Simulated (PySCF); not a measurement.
All of these have the formula C5H12O. Computed with TDDFT CAM-B3LYP/def2-SVPD, vertical, gas phase, core orbitals frozen in the response in PySCF. Geometries: GFN2-xTB; one conformer of each isolated species. Triplets are in the Tamm–Dancoff approximation.

A. `CCCOCC`
B. `CCC(O)CC`
C. `CCOC(C)C`
D. `C(O)CCCC`

Lowest singlet levels (six at most, fewer where fewer were computed) with oscillator strengths:

1. 7.22 eV (f 0.014); 7.99 eV (f 0.010); 8.03 eV (f 0.029); 8.15 eV (f 0.018); 8.75 eV (f 0.010); 8.98 eV (f 0.004); T1 7.07 eV
2. 6.95 eV (f 0.008); 8.11 eV (f 0.014); 8.43 eV (f 0.010); 8.51 eV (f 0.014); 8.71 eV (f 0.035); 8.98 eV (f 0.009); T1 6.65 eV
3. 7.17 eV (f 0.025); 7.97 eV (f 0.001); 8.18 eV (f 0.033); 8.26 eV (f 0.057); 8.48 eV (f 0.002); 8.93 eV (f 0.019); T1 6.99 eV
4. 7.08 eV (f 0.008); 8.13 eV (f 0.000); 8.42 eV (f 0.006); 8.48 eV (f 0.019); 8.61 eV (f 0.002); 9.15 eV (f 0.013); T1 6.80 eV

Question: Match each spectrum to its molecule.

Answer: 1 = C, 2 = D, 3 = A, 4 = B.
- A: S1 at 7.17 eV, HOMO→LUMO (77%), HOMO→LUMO+1 (9%); Löwdin shares by element: HOMO oxygen 59%, carbon 20% or more, hydrogen 5% or more (atoms not listed hold the other 17%); LUMO carbon 45% or more (atoms not listed hold the other 55%); HOMO -8.81 and LUMO 1.44 eV; point group Cs.
- B: S1 at 7.08 eV, HOMO→LUMO (79%); Löwdin shares by element: HOMO oxygen 49%, carbon 36% or more (atoms not listed hold the other 16%); LUMO carbon 19% or more, oxygen 16%, hydrogen 12% or more (atoms not listed hold the other 52%); HOMO -9.23 and LUMO 1.23 eV; point group Cs, 1 of its 6 listed states under f = 0.0005.
- C: S1 at 7.22 eV, HOMO→LUMO (90%); Löwdin shares by element: HOMO oxygen 56%, carbon 26% or more (atoms not listed hold the other 17%); LUMO carbon 43% or more (atoms not listed hold the other 57%); HOMO -8.75 and LUMO 1.42 eV.
- D: S1 at 6.95 eV, HOMO→LUMO (70%), HOMO→LUMO+1 (21%); Löwdin shares by element: HOMO oxygen 56%, carbon 24% or more, hydrogen 7% or more; LUMO carbon 24% or more, oxygen 18%, hydrogen 13% or more (atoms not listed hold the other 45%); HOMO -9.26 and LUMO 1.28 eV.
A and B have S1 within 0.10 eV of each other; their strongest listed levels stand at 8.26 eV (f 0.057) and 8.48 eV (f 0.019).
A and C have S1 within 0.05 eV of each other; their strongest listed levels stand at 8.26 eV (f 0.057) and 8.03 eV (f 0.029).
B and C have S1 within 0.14 eV of each other; their strongest listed levels stand at 8.48 eV (f 0.019) and 8.03 eV (f 0.029).
B and D have S1 within 0.13 eV of each other; their strongest listed levels stand at 8.48 eV (f 0.019) and 8.71 eV (f 0.035).
